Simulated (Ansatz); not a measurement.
## singlet BO(+): levels of theory in one basis

```xyz
2

B     0.0000    0.0000    0.0000
O     0.0000    0.0000    1.2050
```

Basis set: def2-SVP (spherical functions). Frozen core: 2 orbitals. Charge 1, multiplicity 1.

Computed with Ansatz (development build ahead of 0.2.0); each method stands on the lowest determinant of its kind that the runs found.

| method | E − E(RHF) (eV) | <S²> of the determinant |
| --- | --- | --- |
| RHF | 0.00 | – |
| UHF | -1.36 | 1.02 |
| RHF-MP2 | -7.17 | – |
| UHF-MP2 | -5.82 | 1.02 |
| RHF-CCSD(T) | -7.43 | – |

(1) What does RHF-CCSDT(Q) give on the same scale?

(2) Is a single determinant a sound starting point here?

## Answers

(1) -7.53 eV.

(2) It is doubtful. Unrestricted orbitals lower Hartree–Fock by 1.36 eV and <S²> is 1.02 where a pure state has 0.00, a sign of strong static correlation.

Caution for RHF, RHF-MP2, RHF-CCSD(T), RHF-CCSDT(Q): an unrestricted determinant lies well below. Caution for UHF, UHF-MP2: the unrestricted determinant is a mixture of spin states. Caution for UHF-MP2: a plain start can end on a higher determinant. Caution for UHF-MP2, RHF-CCSDT(Q): another reference gives a lower total.
